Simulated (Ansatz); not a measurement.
# ClFHSi: the cost of one run

All numbers are computed with Ansatz 0.2.0, driven from Python. Level of theory: PBE0/def2-SVP.

**1. Starting point**

Bond lengths: F1–Si2 1.620 Å, Si2–Cl3 2.009 Å, Si2–H4 1.445 Å. Angles: F1–Si2–Cl3 105.9°, F1–Si2–H4 102.9°, Cl3–Si2–H4 115.7°.

No structure file is read: the coordinates are typed or built in the script.

**2. Script**

Input file adiabatic.py:

```python
import itertools

import ansatz as az
from ase.data import atomic_numbers, covalent_radii
import numpy as np

GEOMETRY = '''
F    -0.99295   -0.34231    1.06250
Si   -0.20489   -0.22321   -0.34744
Cl    1.73263   -0.54664    0.07547
H    -0.53479    1.11216   -0.79053
'''

molecule = az.Crystal.molecule()
for line in GEOMETRY.strip().splitlines():
    symbol, *xyz = line.split()
    molecule = molecule.atom(symbol, [float(v) for v in xyz])

setup = (
    molecule.calculation()
    .basis(gaussian='def2-SVP')
    .functional('pbe0')
    .spin('collinear', total=1)
)
symbols = [site.symbol for site in molecule.cartesian_sites]
start = np.array([site.position_ang for site in molecule.cartesian_sites], dtype=float)
rep = setup.relax(force_tolerance=0.01).run().report
end = np.array(rep['positions_ang'])

minimum = az.Crystal.molecule()
for symbol, place in zip(symbols, end):
    minimum = minimum.atom(symbol, place.tolist())
ion = minimum.calculation()
ion = ion.basis(gaussian='def2-SVP').functional('pbe0')
ion = ion.charge(1)
vertical = ion.run().report
settled = ion.relax(force_tolerance=0.01, max_steps=80).run().report
print(f'vertical ionisation energy   {vertical["free_energy_ev"] - rep["free_energy_ev"]:.3f} eV')
print(f'adiabatic, no zero point     {settled["free_energy_ev"] - rep["free_energy_ev"]:.3f} eV')
print(f'relaxation energy of the ion {vertical["free_energy_ev"] - settled["free_energy_ev"]:.3f} eV')
ionised = np.array(settled['positions_ang'])
radius = [covalent_radii[atomic_numbers[s]] for s in symbols]
span = lambda where, i, j: np.linalg.norm(where[i] - where[j])
bonded = [(i, j) for i, j in itertools.combinations(range(len(symbols)), 2) if min(span(end, i, j), span(ionised, i, j)) < 1.2 * (radius[i] + radius[j])]
print('pair        before    after (A)')
for i, j in bonded:
    print(f'{symbols[i]}{i}-{symbols[j]}{j}'.ljust(10), f'{span(end, i, j):8.4f} {span(ionised, i, j):8.4f}')
```

**3. The calls as engine input**

The engine receives this input (first run):

```yaml
crystal:
  periodic: [false, false, false]
  atoms:
    - { symbol: F, position_ang: [-0.99295, -0.34231, 1.0625] }
    - { symbol: Si, position_ang: [-0.20489, -0.22321, -0.34744] }
    - { symbol: Cl, position_ang: [1.73263, -0.54664, 0.07547] }
    - { symbol: H, position_ang: [-0.53479, 1.11216, -0.79053] }
basis:
  gaussian:
    orbitals: def2-SVP
hamiltonian:
  xc: pbe0
magnetization:
  spin_polarized: true
  initial_magnetization: 1.0
relax:
  f_tol: 0.01
```

**4. Launch**

On the command line:

```bash
python adiabatic.py
```

What time and memory should one allow on 1 thread of Intel Xeon 6975P-C (Granite Rapids), shared host?

About 17 s, with a peak of 0.21 GiB.
